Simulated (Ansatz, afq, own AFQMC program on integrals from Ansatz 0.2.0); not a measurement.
Integrals from Ansatz 0.2.0, then the random walk in our own AFQMC program (afq).

```yaml
crystal:
  periodic: [false, false, false]
  atoms:
    - {symbol: O, position_ang: [0.000000, 0.074551, 0.542472]}
    - {symbol: C, position_ang: [0.000000, -0.152157, -0.604077]}
    - {symbol: H, position_ang: [0.000000, 0.629740, -1.412618]}
basis:
  gaussian: {orbitals: cc-pVDZ}
magnetization: {spin_polarized: false, initial_magnetization: 1}
correlation: {method: ccsd_t, electrons: outside_noble_gas, hamiltonian_folder: ham}
```

```sh
$ ansatz run in.yaml --threads 1 --pin off --events-out ev --progress --plain --max-ram 16896MiB --backend cuda --devices 0, --max-vram 18GiB
```

Options of the walk:

```
--method free --trial cisd --walkers 4000 --time-step 0.03 --max-blocks 4000 --target-error 0.0004 --factor-cut 1e-05 --seed 3344 --times 0,0.21,0.42,0.81,1.2,1.8,2.4,3 --taylor-order 8
```

Times are imaginary, in 1/Eh. The walk had a cap of 61 s.

afq prints:

```
orbitals 31  electrons 6 5  factors 234 of 303
reference energy -113.25420394 Eh
CCSD correlation -0.31072904 Eh in 12 cycles, weight of the determinant in the CISD state 0.8908
repeat  energy at the last time / Eh  error
    10  -113.577269  0.000183
    20  -113.577289  0.000228
    30  -113.577144  0.000160
time / (1/Eh)  energy / Eh  error  mean overlap
  0.00  -113.564889  0.000060  1.1224
  0.21  -113.571772  0.000052  1.1214
  0.42  -113.574179  0.000082  1.1203
  0.81  -113.575973  0.000113  1.1180
  1.20  -113.576624  0.000123  1.1177
  1.80  -113.576932  0.000148  1.1207
  2.40  -113.577110  0.000138  1.1260
  3.00  -113.577155  0.000156  1.1336
energy -113.577155 +/- 0.000156 Eh
```

The run passed its tests (error under three times the target), which doesn't prove that it has relaxed.

Against this walk (error 4.2 meV) on the same determinant: CCSD(T) 46.3 meV higher, CCSDT(Q) 4.0 meV higher (within the noise). The error is statistical, and a free projection of finite length keeps a remainder of its start.

Cautions: remainder of the start not in the error.

The walk took 14 s on 1 × NVIDIA H100 80GB HBM3 with 2 threads of AMD EPYC 7R13 Processor (Zen 3), on a shared host (the card was shared). The log's last line is the free-projection energy.

CCSDT and higher add their correlation energy to the determinant of the CCSD(T) run, since their own runs factorise the integrals more tightly (a shift of under 2 meV). A walk keeps the symmetry of its determinant, which the program's search chose and which needn't be the lowest solution, so a lower state of the same spin and another symmetry isn't excluded.
